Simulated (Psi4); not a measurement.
# Si3H8 (SMILES [SiH3][SiH2][SiH3]) at PBE/6-31G(d) (spherical functions)

Aim: the energy change on altering one bond length of Si3H8 at PBE/6-31G* (spherical functions), from 2 runs. The job is set up through a Python script.

The results are computed with Psi4 1.11.

## 1. The molecule

Si3H8: 11 atoms, total charge 0, spin state singlet. As SMILES, `[SiH3][SiH2][SiH3]`. The coordinates come from a PBE0-D4/def2-TZVP relaxation.

Bond lengths: Si1–Si2 2.338 Å, Si2–Si3 2.338 Å, Si1–H4 1.488 Å, Si1–H5 1.488 Å, Si1–H6 1.488 Å, Si2–H7 1.490 Å, Si2–H8 1.490 Å, Si3–H9 1.488 Å, Si3–H10 1.488 Å, Si3–H11 1.488 Å. Some angles: Si1–Si2–Si3 110.4°, Si1–Si2–H7 109.6°, Si1–Si2–H8 109.6°, Si3–Si2–H7 109.6°, Si3–Si2–H8 109.6°, Si2–Si1–H4 111.2°, Si2–Si1–H5 109.8°, Si2–Si1–H6 109.8°, Si2–Si3–H9 109.8°, Si2–Si3–H10 109.8°.

## 2. The energy at PBE/6-31G(d) (spherical functions)

File calc.py:

```python
import psi4

psi4.set_memory(1600000000)
psi4.set_num_threads(1)
psi4.core.set_output_file('run.log', False)

molecule = psi4.geometry("""
Si    -1.292570     1.366730    -0.525270
Si    -0.462570    -0.807300    -0.296320
Si     1.631930    -0.774400     0.742750
H     -2.625850     1.367720    -1.185120
H     -0.354030     2.180440    -1.344070
H     -1.422540     2.000090     0.814640
H     -0.343400    -1.440160    -1.640160
H     -1.410380    -1.620800     0.516390
H      1.515950    -0.154940     2.090430
H      2.583820     0.031780    -0.068050
H      2.179610    -2.149160     0.894770
symmetry c1
""")

psi4.set_options({
    'basis': '6-31G*',
    'puream': True,
    'e_convergence': 1e-09,
    'd_convergence': 1e-08,
    'scf_type': 'pk',
    'dft_radial_points': 99,
    'dft_spherical_points': 590,
})

energy_value, wavefunction = psi4.energy("pbe", molecule=molecule, return_wfn=True)
psi4.oeprop(wavefunction, "QUADRUPOLE", "DIPOLE", "WIBERG_LOWDIN_INDICES", title="PBE")
print('E =', round(energy_value, 9))
for k, v in sorted(psi4.core.scalar_variables().items()):
    print(f'{k:45s} {v:18.10f}')
```

Run with:

```sh
$ python calc.py
```

run.log, shortened:

```text
[...]
  Running in c1 symmetry.
[...]
  Nuclear repulsion =  193.117837117706443
[...]
  Multiplicity = 1
[...]
  Nalpha       = 25
  Nbeta        = 25
[...]
    Number of basis functions: 70
[...]
   @RKS iter   1:  -872.61690779984724   -3.97104e-01   4.95404e-03 ADIIS/DIIS
[...]
   @RKS iter  10:  -872.73569362000796   -3.41061e-13   2.19529e-09 DIIS
[...]
    Orbital Energies [Eh]
    ---------------------
    Doubly Occupied:
       1A    -65.395639     2A    -65.395629     3A    -65.394607
       4A     -5.048548     5A     -5.048518     6A     -5.047085
       7A     -3.458927     8A     -3.458900     9A     -3.458678
      10A     -3.458673    11A     -3.458663    12A     -3.458662
      13A     -3.457347    14A     -3.457272    15A     -3.457203
      16A     -0.524504    17A     -0.484560    18A     -0.438770
      19A     -0.332713    20A     -0.322103    21A     -0.311957
      22A     -0.311197    23A     -0.298695    24A     -0.274192
      25A     -0.253609
[...]
  @RKS Final Energy:  -872.73569362000796
   => Energetics <=
    Nuclear Repulsion Energy =            193.1178371177064435
    One-Electron Energy =               -1593.4679853245995673
    Two-Electron Energy =                 592.8223207708041400
    DFT Exchange-Correlation Energy =     -65.2078661839188953
    Empirical Dispersion Energy =           0.0000000000000000
    VV10 Nonlocal Energy =                  0.0000000000000000
    Total Energy =                       -872.7356936200079645
[...]
 Multipole Moments:
 ------------------------------------------------------------------------------------
     Multipole            Electronic (a.u.)      Nuclear  (a.u.)        Total (a.u.)
 ------------------------------------------------------------------------------------
 L = 1.  Multiply by 2.5417464519 to convert [e a0] to [Debye]
 Dipole X            :         -0.3971009            0.3860525           -0.0110484
 Dipole Y            :         -0.6928675            0.6736078           -0.0192597
 Dipole Z            :         -0.2540817            0.2470364           -0.0070453
 Magnitude           :                                                    0.0232946
 L = 2.  Multiply by 1.3450342976 to convert [e a0^2] to [Debye ang]
 Quadrupole XX       :       -350.1709776          316.0258282          -34.1451495
 Quadrupole XY       :        166.3672264         -166.2339316            0.1332948
[...]
```

On the terminal:

```text
E = -872.73569362
CURRENT ENERGY                                   -872.7356936200
CURRENT REFERENCE ENERGY                         -872.7356936200
DD SOLVATION ENERGY                                 0.0000000000
DFT FUNCTIONAL TOTAL ENERGY                      -872.7356936200
DFT TOTAL ENERGY                                 -872.7356936200
DFT VV10 ENERGY                                     0.0000000000
DFT XC ENERGY                                     -65.2078661839
GRID ELECTRONS ALPHA                               24.9999990603
GRID ELECTRONS BETA                                24.9999990603
GRID ELECTRONS TOTAL                               49.9999981205
NUCLEAR REPULSION ENERGY                          193.1178371177
ONE-ELECTRON ENERGY                             -1593.4679853246
PCM POLARIZATION ENERGY                             0.0000000000
PE ENERGY                                           0.0000000000
SCF ITERATION ENERGY                             -872.7356936200
SCF ITERATIONS                                     10.0000000000
SCF TOTAL ENERGY                                 -872.7356936200
TWO-ELECTRON ENERGY                               592.8223207708
XC GRID RADIAL POINTS                              99.0000000000
XC GRID SPHERICAL POINTS                          590.0000000000
XC GRID TOTAL POINTS                           607948.0000000000
```

Run time: 12 s. Hardware: 1 thread of Intel Xeon 6975P-C (Granite Rapids), shared host; peak memory 0.79 GiB.

## 3. The distorted shape: energy and forces at PBE/6-31G(d) (spherical functions)

File run.py:

```python
import psi4

psi4.set_memory(1600000000)
psi4.set_num_threads(1)
psi4.core.set_output_file('h8si3.out', False)

molecule = psi4.geometry("""
0 1
Si    -1.417083     1.692868    -0.559616
Si    -0.462570    -0.807300    -0.296320
Si     1.631930    -0.774400     0.742750
H     -2.750363     1.693858    -1.219466
H     -0.478543     2.506578    -1.378416
H     -1.547053     2.326228     0.780294
H     -0.343400    -1.440160    -1.640160
H     -1.410380    -1.620800     0.516390
H      1.515950    -0.154940     2.090430
H      2.583820     0.031780    -0.068050
H      2.179610    -2.149160     0.894770
symmetry c1
""")

options = {'basis': '6-31G*', 'puream': True, 'e_convergence': 1e-09, 'd_convergence': 1e-08, 'scf_type': 'pk', 'dft_radial_points': 99, 'dft_spherical_points': 590}
psi4.set_options(options)

E = psi4.gradient("pbe")
print('gradient / Eh bohr^-1')
print(E.np.round(6))
```

Run with:

```sh
$ python run.py
```

h8si3.out, shortened:

```text
[...]
  Running in c1 symmetry.
[...]
  Nuclear repulsion =  183.637830517280833
[...]
  Multiplicity = 1
[...]
  Nalpha       = 25
  Nbeta        = 25
[...]
    Number of basis functions: 70
[...]
   @RKS iter   1:  -872.61463617874460   -5.37006e-01   4.68958e-03 ADIIS/DIIS
[...]
   @RKS iter  11:  -872.72166960187644    1.13687e-13   1.21797e-09 DIIS
[...]
    Orbital Energies [Eh]
    ---------------------
    Doubly Occupied:
       1A    -65.407630     2A    -65.406335     3A    -65.395713
       4A     -5.057216     5A     -5.055328     6A     -5.048568
       7A     -3.468342     8A     -3.467256     9A     -3.467254
      10A     -3.466476    11A     -3.465409    12A     -3.465409
      13A     -3.458915    14A     -3.458699    15A     -3.458697
      16A     -0.513757    17A     -0.482178    18A     -0.442736
      19A     -0.328346    20A     -0.318810    21A     -0.312386
      22A     -0.311987    23A     -0.300632    24A     -0.270840
      25A     -0.241768
[...]
  @RKS Final Energy:  -872.72166960187644
   => Energetics <=
    Nuclear Repulsion Energy =            183.6378305172808325
    One-Electron Energy =               -1574.3915366085857386
    Two-Electron Energy =                 583.1806141943792454
    DFT Exchange-Correlation Energy =     -65.1485777049509096
    Empirical Dispersion Energy =           0.0000000000000000
    VV10 Nonlocal Energy =                  0.0000000000000000
    Total Energy =                       -872.7216696018764424
[...]
  -Total Gradient:
     Atom            X                  Y                   Z
    ------   -----------------  -----------------  -----------------
       1       -0.013221648060     0.035486727565    -0.003576598448
       2        0.010033374896    -0.035944589198     0.001959622132
       3        0.003592240210    -0.001423653731     0.001656614520
       4        0.003897556150     0.001066054282     0.002018104939
       5       -0.003319980013    -0.001590644197     0.002509500619
       6        0.000068158209    -0.001018929460    -0.004339192089
       7        0.000781130978     0.001178739559     0.004553113739
       8        0.003997393022     0.001722461179    -0.001943389934
       9       -0.000208294885    -0.001810251682    -0.004465430370
      10       -0.003535252139    -0.002387835638     0.002252600863
      11       -0.002083880213     0.004721630138    -0.000624611936
[...]
```

On the terminal:

```text
gradient / Eh bohr^-1
[[-1.3222e-02  3.5487e-02 -3.5770e-03]
 [ 1.0033e-02 -3.5945e-02  1.9600e-03]
 [ 3.5920e-03 -1.4240e-03  1.6570e-03]
 [ 3.8980e-03  1.0660e-03  2.0180e-03]
 [-3.3200e-03 -1.5910e-03  2.5100e-03]
 [ 6.8000e-05 -1.0190e-03 -4.3390e-03]
 [ 7.8100e-04  1.1790e-03  4.5530e-03]
 [ 3.9970e-03  1.7220e-03 -1.9430e-03]
 [-2.0800e-04 -1.8100e-03 -4.4650e-03]
 [-3.5350e-03 -2.3880e-03  2.2530e-03]
 [-2.0840e-03  4.7220e-03 -6.2500e-04]]
```

It took 15 s on 1 thread of Intel Xeon 6975P-C (Granite Rapids), shared host; peak memory 1.3 GiB.

## 4. What came out

At PBE/6-31G* (spherical functions):

| quantity | value |
| --- | --- |
| first shape: total energy | -872.73569 Eh |
| first shape: dipole moment | 0.06 D |
| first shape: HOMO energy | -6.90 eV |
| first shape: LUMO energy | -0.65 eV |
| first shape: HOMO–LUMO gap | 6.25 eV |
| distorted shape: total energy | -872.72167 Eh |
| distorted shape: dipole moment | 0.04 D |
| distorted shape: HOMO energy | -6.58 eV |
| distorted shape: LUMO energy | -1.41 eV |
| distorted shape: HOMO–LUMO gap | 5.17 eV |
| distorted shape: largest force on an atom | 1.956 eV/Å |
| energy change with the Si1–Si2 bond stretched from 2.338 to 2.689 Å | 0.382 eV |

**Reading.** With the Si1–Si2 bond stretched from 2.338 to 2.689 Å the energy rises by 0.38 eV (8.8 kcal/mol). The first shape isn't relaxed at this level, so the change isn't measured from a minimum.
